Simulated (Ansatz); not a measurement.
A geometry relaxed with PBE0-D3(BJ)/def2-TZVP run with Ansatz (a program for electronic structure), charge 0, multiplicity 2:

```xyz
3

H     -1.0033    -0.2015     0.0000
O      1.0285    -0.1523     0.0000
C     -0.0251     0.3537     0.0000
```

**Question.** Write the SMILES of this molecule.

**Answer.** `[CH]=O`
